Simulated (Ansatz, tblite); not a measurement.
Removing and adding an electron: the cluster C3H2 (the lowest singlet isomer of a short search). Charge 0, multiplicity 1. Geometry: r2SCAN-D4/def2-TZVP. Ansatz, gas phase; energy differences of separate SCF runs; the oxidised species was run as a doublet alone; the reduced species was run as a doublet alone.

Cartesian coordinates in Å:
```
C -0.569 0.263 -0.211
C 0.554 -0.236 0.275
C 0.265 -0.467 -1.092
H 1.233 -0.384 1.102
H -1.482 0.824 -0.073
```

The xTB rows come from tblite. Correlated methods freeze 3 core orbitals. The structure comes from a short search, and lower isomers may exist.

```tsv
level	−HOMO (eV)	vertical IE (eV)	−LUMO (eV)	vertical EA (eV)	HOMO–LUMO gap (eV)	IE − EA (eV)	remarks
GFN1-xTB	10.63	15.24	7.17	2.99	3.45	12.25	–
GFN2-xTB	10.44	15.06	6.79	2.13	3.66	12.93	–
HF/def2-TZVPP	–	8.25	–	–	–	–	–
r2SCAN-D4/def2-TZVP	5.65	9.22	1.77	–	3.89	–	–
r2SCAN-D4/def2-TZVPD	5.69	–	1.80	-1.04	3.89	–	HOMO above zero (-1 doublet)
PBE0-D4/def2-TZVP	6.76	9.32	0.95	–	5.82	–	–
PBE0-D4/def2-TZVPD	6.79	–	1.01	-1.10	5.79	–	HOMO above zero (-1 doublet)
CCSD/def2-TZVPD	–	–	–	-1.41	–	–	HOMO above zero (-1 doublet)
```

Question: Estimate the rows for HF/def2-TZVPD, PBE-D4/def2-TZVP, PBE-D4/def2-TZVPD, MP2/def2-TZVPD, MP2/def2-TZVPP, CCSD/def2-TZVPP, CCSD(T)/def2-TZVPD, CCSD(T)/def2-TZVPP.

Answer: 
| level | −HOMO (eV) | vertical IE (eV) | −LUMO (eV) | vertical EA (eV) | HOMO–LUMO gap (eV) | IE − EA (eV) | remarks |
| --- | --- | --- | --- | --- | --- | --- | --- |
| HF/def2-TZVPD | – | – | – | -2.11 | – | – | HOMO above zero (-1 doublet) |
| PBE-D4/def2-TZVP | 5.38 | 9.29 | 2.14 | – | 3.24 | – | – |
| PBE-D4/def2-TZVPD | 5.43 | – | 2.19 | -0.95 | 3.24 | – | HOMO above zero (-1 doublet) |
| MP2/def2-TZVPD | – | – | – | -1.42 | – | – | HOMO above zero (-1 doublet) |
| MP2/def2-TZVPP | – | 9.38 | – | – | – | – | – |
| CCSD/def2-TZVPP | – | 9.32 | – | – | – | – | – |
| CCSD(T)/def2-TZVPD | – | – | – | -1.36 | – | – | HOMO above zero (-1 doublet) |
| CCSD(T)/def2-TZVPP | – | 9.35 | – | – | – | – | – |

Relaxing the oxidised species (r2SCAN-D4/def2-TZVP) changes its energy by -0.30 eV at PBE-D4/def2-TZVP, so the adiabatic ionisation energy to this nearest minimum is 8.99 eV. At PBE0-D4/def2-TZVP it is 8.99 eV.     A HOMO above zero means that the electron is unbound at that level or that self-interaction error raises the level; the energy of removing that electron tells which. Raw xTB energy differences between charge states are shifted by several eV; the methods need an empirical correction for them. A negative affinity means that the extra electron isn't bound; its size then hangs on the basis.
